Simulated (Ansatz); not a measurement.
System: C$_{3}$H$_{7}$, charge 0, multiplicity 2. It need not be the lowest isomer of its formula. SMILES: C[CH]C
Geometry: optimised at B3LYP-D3(BJ)/def2-TZVP (Ansatz, a quantum-chemistry and plane-wave program).

Wanted: atomisation energy (electronic, to ground-state atoms), in eV. Correlated levels leave the core frozen unless marked. UHF or UKS for open shells. Spin-orbit coupling is left out. Non-relativistic. The coupled-cluster limit lacks core correlation, which all-electron functionals hold. CBS(X,Y): correlation extrapolated as X^-3; Hartree-Fock from the larger set. The bracket is a focal-point correction in the basis named.

| level | program | atomisation energy (eV) |
|---|---|---|
| HF/6-31G | Ansatz | 29.11 |

Predict the RI-MP2/CBS(cc-pVTZ,cc-pVQZ)+[CCSD(T)-MP2]/cc-pVTZ result (Ansatz).

39.03 eV
